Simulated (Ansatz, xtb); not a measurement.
## CH4BSi: which of two structures lies lower

Structure a is a doublet given by its coordinates and structure b is `[H]/[Si]=C\B`, a doublet. Both are isolated molecules in the gas phase, relaxed with B3LYP/6-31G*; the shapes shown needn't be the lowest conformers.

a (Å):

```yaml
atoms:
  - { symbol: C, position_ang: [-0.8156, -0.9815, -0.8884] }
  - { symbol: B, position_ang: [0.6157, -0.5486, -0.4654] }
  - { symbol: Si, position_ang: [2.3443, 0.0368, -0.0771] }
  - { symbol: H, position_ang: [-0.9053, -2.0768, -0.9149] }
  - { symbol: H, position_ang: [-1.0873, -0.5968, -1.8772] }
  - { symbol: H, position_ang: [1.0669, -0.9503, 0.7205] }
  - { symbol: H, position_ang: [-1.5655, -0.6246, -0.1683] }
```

Close contacts (Å): C1–B2 1.55, B2–Si3 1.87, C1–H4 1.10, C1–H5 1.10, C1–H7 1.10, B2–H6 1.33, Si3–H6 1.80.

b (Å):

| atom | x (Å) | y (Å) | z (Å) |
| --- | --- | --- | --- |
| C | -1.0199 | -0.3152 | -1.9366 |
| B | -1.8462 | 0.7447 | -1.2360 |
| Si | -1.2315 | -1.8930 | -1.2340 |
| H | -2.5531 | 0.4844 | -0.3023 |
| H | -1.8037 | 1.8846 | -1.6146 |
| H | -0.3670 | -0.1246 | -2.7835 |
| H | -2.1650 | -2.0238 | -0.0633 |

Q: Estimate E(b) − E(a) at the level CCSD(T)/def2-SVP.

A: Calculated at CCSD(T)/def2-SVP: E(b) − E(a) = +0.502 eV, so structure a lies lower.

The same difference at several levels:

| level | geometry | E(b) − E(a) (eV) | departure from the last row (eV) | job, with rough time for the two |
| --- | --- | --- | --- | --- |
| B3LYP/6-31G* | B3LYP/6-31G* | +0.392 | −0.109 | optimisation, 65 s |
| HF/def2-SVP | B3LYP/6-31G* | +0.301 | −0.201 | part of the CCSD(T) run |
| MP2/def2-SVP | B3LYP/6-31G* | +0.571 | +0.069 | part of the CCSD(T) run |
| CCSD(T)/def2-SVP | B3LYP/6-31G* | +0.502 |  | single point, 9 s |

The levels shown agree on the order. The largest departure from CCSD(T)/def2-SVP is that of HF/def2-SVP, 0.201 eV. Levels run at GFN2-xTB geometries aren't shown.

With harmonic frequencies from B3LYP/6-31G* (ideal gas, rigid rotor, one conformer each, 200 K, 1 atm): on the last row, ΔE + ΔZPE = +0.411, ΔH = +0.407, ΔG = +0.411 eV.

The T1 diagnostic of structure b is large, so the coupled-cluster value is less sure. Open shells are spin-unrestricted, with notable spin contamination under HF/def2-SVP, MP2/def2-SVP, CCSD(T)/def2-SVP. The correlated steps freeze 7 core orbitals. Run with Ansatz 0.2.0; the last row on 1 thread of Arm Neoverse V2 on a shared host.
